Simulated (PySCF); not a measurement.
# A thermochemical cycle for CO

PBE0 in PySCF with def2-TZVPPD on every atom, for the lowest determinant that a PBE0 search found; no spin–orbit coupling. CO, a singlet (closed shell), has De = 11.06 eV to neutral atoms, and CO⁺, a doublet (π ↑), has De = 6.09 eV to C⁺ + O.

At the same level the C atom ionises at 11.51 eV.

Q: What is the adiabatic ionisation energy of the molecule, and does ionisation strengthen or weaken the bond?

A: IE = IE(C) + De(neutral) − De(ion) = 11.51 + 11.06 − 6.09 = 16.48 eV. De changes by -4.97 eV, so ionisation weakens the bond.

For an ion De counts to the pair picked by the measured ionisation energies or electron affinities, which need not be the lowest pair at this level. States were picked by a PBE0 search and need not be the measured ground states.
